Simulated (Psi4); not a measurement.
# [OF2]+ (SMILES F[O+]F) at UHF/cc-pVQZ (density fitting, sweep point 6)

We compute a geometry optimisation of [OF2]+. 

The results are computed with Psi4 1.11.

1 further run of the same task is left out (set aside as unsound or not needed).

### Step 1. The system as given

[OF2]+ has 3 atoms, charge +1, and is taken as a doublet. As SMILES, `F[O+]F`. Geometry: relaxed at PBE0-D4/def2-TZVP. The run starts from this shape.

Bond lengths: F1–O2 1.297 Å, O2–F3 1.297 Å. Angles: F1–O2–F3 108.0°.

### Step 2. A structure relaxation at UHF/cc-pVQZ (density fitting, sweep point 6)

Input file f2o.inp:

```
memory 1.6 GB

molecule molecule1 {
  1 2
  F      1.73892598    -0.58394427     0.89461524
  O      0.00120942     0.95470854     0.10520105
  F     -1.74013540    -0.37074537    -0.99983520
  units bohr
  symmetry c1
}

set reference uhf
set puream true
set scf_type df
set g_convergence gau_tight
set geom_maxiter 50
set maxiter 100

e_tot, wfn = opt("scf/cc-pVQZ", return_wfn=True)
```

Started as:

```
$ psi4 -i f2o.inp -o f2o.out -n 1
```

**Question.** What will come out? Wanted: total energy at the end; HOMO energy; LUMO energy; ⟨S²⟩.

**Answer.** As computed:

Level: UHF/cc-pVQZ (density fitting, sweep point 6).

| quantity | value |
| --- | --- |
| total energy at the end | -273.13752 Eh |
| HOMO energy (highest over α and β) | -28.06 eV |
| LUMO energy (lowest over α and β) | -9.47 eV |
| ⟨S²⟩ | 0.773 |

At the final geometry: Bond lengths: F1–O2 1.268 Å, O2–F3 1.268 Å. Angles: F1–O2–F3 107.8°. The optimisation took 7 steps and changed the energy by -0.040 eV.
